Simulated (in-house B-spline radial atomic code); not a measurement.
The numbers below are computed, except where a source is named.
**Stopping and range of 120 keV C in Si**

The pair potential comes from two frozen, spherical free-atom densities (PBE, B-spline radial code, scalar-relativistic past argon): electrostatics plus the change in Thomas-Fermi kinetic and Dirac exchange energy where they overlap, the recipe behind the universal ZBL potential, which averages such potentials (from solid-state densities) over many pairs. It is written V = (Z1 Z2 e²/r) φ(r/a), with e² = 14.3996 eV·Å and a = 0.46850 Å/(Z1^0.23 + Z2^0.23); ZBL's fit is φ = 0.18175 e^(−3.1998x) + 0.50986 e^(−0.94229x) + 0.28022 e^(−0.4029x) + 0.02817 e^(−0.20162x). Where φ falls below 4e-4 it is continued as an exponential.

The target is taken as amorphous, with density 2.329 g/cm³ (NSM archive of the Ioffe Institute); channelling is ignored. Masses: C 12.01, Si 28.09 u. Nuclear stopping is S_n = 4π a Z1 Z2 e² M1/(M1 + M2) × s_n(ε), with s_n integrated over impact parameters for each pair. Electronic stopping is Lindhard and Scharff's S_e = Z1^(1/6) 8π e² a0 Z1 Z2/(Z1^(2/3) + Z2^(2/3))^(3/2) × v/v0, with a0 = 0.529177 Å and v = v0 at 24.801 keV/u; it misses the oscillations with Z1 seen in experiment, which reach tens of per cent. Compounds add by atom fraction.

```
target atom    a (Å)  ε at this energy  s_n, this pair  s_n, ZBL potential
         Si  0.14006             9.734          0.1308              0.1246
```

Task: What are the atom density and the stopping powers at entry?

Result: N = 2.329 × 0.602214/28.09 = 0.04993 atoms/Å³. For Si: S_n = 637.6 × 0.1308 = 83.41 eV·Å², S_e = 1.4449 × √120000 = 500.5 eV·Å². Averaged over the target's atoms and times N × 10 Å/nm, the ion loses N S_n = 41.6 eV/nm to recoils and N S_e = 250 eV/nm to electrons; the nuclear share is 14 %.

Along the track:

```csv
E (keV),N S_n (eV/nm),N S_e (eV/nm)
6,121,55.9
18,99,96.8
36,77.4,137
60,61.1,177
90,49.2,216
120,41.6,250
```

Task: Estimate the path length and the projected range.

Result: With continuous slowing down the path is the integral of dE/(N (S_n + S_e)). Trapezoids over the table give 486 nm, and the stretch below the first row, with stopping taken as √E, adds 2E/(N S) = 68 nm: 554 nm in all, against 527 nm on a fine grid from 5 eV. Deflections shorten the depth: to first order in the energy passed on, N (S_n + S_e) dR_p/dE = 1 − N S_n (M2/M1) R_p/(2E), summed over the target's atoms, and integrating this on the fine grid gives R_p = 379 nm, 0.72 of the path. Lindhard's rule of thumb R/(1 + M2/3M1), with mean M2/M1 = 2.34, gives 296 nm; it assumes that nuclear stopping leads, so it comes too short here. On the ZBL potential the same equation gives 390 nm, and the full integral equation, which keeps hard collisions, 402 nm.
